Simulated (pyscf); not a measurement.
A first-order saddle from PySCF, ωB97X-D3(BJ)/def2-SVP:

```xyz
12

Cl    -0.0358    -2.4552     0.5210
C     -0.5157    -0.3666     0.5525
C     -0.7502    -0.0952    -0.9224
Cl    -2.4909    -0.1023    -1.3060
H     -1.3567    -0.6387     1.1898
H      0.4702    -0.1681     0.9739
H     -0.2754    -0.8715    -1.5324
H     -0.3521     0.8847    -1.2188
C     -0.9922     1.5175     1.2552
H     -1.0020     1.4000     2.3434
H     -1.9696     1.6635     0.7846
H     -0.1800     2.1402     0.8646
```
Charge 0, spin multiplicity 2.

Surface: doublet, charge 0. Lowest wavenumbers (cm⁻¹): 938i, 46, 164, 178, 218.

Task: Which two sides does it connect, and which bonds change?

Result: `[Cl][CH2][CH2][Cl]` + `[CH3]` [doublet] ⇌ `[Cl]` [doublet] + `[CH3][CH2][CH2][Cl]`, a substitution at C read from left to right: C–Cl broken and C–C formed. At ωB97M-D3(BJ)/def2-TZVP it lies +1.26 eV from the left side and +1.68 eV from the right (each side as separated species at their lowest minima found). This is the saddle that the search found; another between the same sides may lie lower. The angle at the attacked C is 161°. Left out: the spin-orbit lowering of Cl.
